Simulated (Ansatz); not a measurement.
We consider CdSb2Se3Br2 (C2/m, No. 12), described by PBE0 (Ansatz, an electronic-structure program, plane waves, PAW).

Settings: plane-wave cutoff 460 eV, 6×6×2 k mesh (along the axes of the cell as run), Fermi–Dirac smearing 0.01 eV, scalar-relativistic PAW data made under PBE.

Cell (measured lattice):

```
CELL_PARAMETERS angstrom
     10.49900    -2.01300     0.00000
     10.49900     2.01300     0.00000
     -5.88995     0.00000    10.62575
ATOMIC_POSITIONS crystal
  Cd 0.34940 0.34940 0.54680
  Cd 0.65060 0.65060 0.45320
  Sb 0.04510 0.04510 0.78270
  Sb 0.95490 0.95490 0.21730
  Sb 0.70360 0.70360 0.09020
  Sb 0.29640 0.29640 0.90980
  Se 0.32100 0.32100 0.13840
  Se 0.67900 0.67900 0.86160
  Se 0.09880 0.09880 0.02540
  Se 0.90120 0.90120 0.97460
  Se 0.45990 0.45990 0.78440
  Se 0.54010 0.54010 0.21560
  Br 0.21240 0.21240 0.35080
  Br 0.78760 0.78760 0.64920
  Br 0.89600 0.89600 0.45360
  Br 0.10400 0.10400 0.54640
```

Give the computed band gap, smallest direct gap on the k points sampled and direct gap at Γ.


* **band gap**: 2.23 eV
* **smallest direct gap on the k points sampled**: 2.27 eV
* **direct gap at Γ**: 2.63 eV

Note: cell and atoms aren't relaxed at this level (pressure 0.9 GPa).

Spin–orbit coupling is not included; with these elements it can move the gap by several tenths of an eV or more.
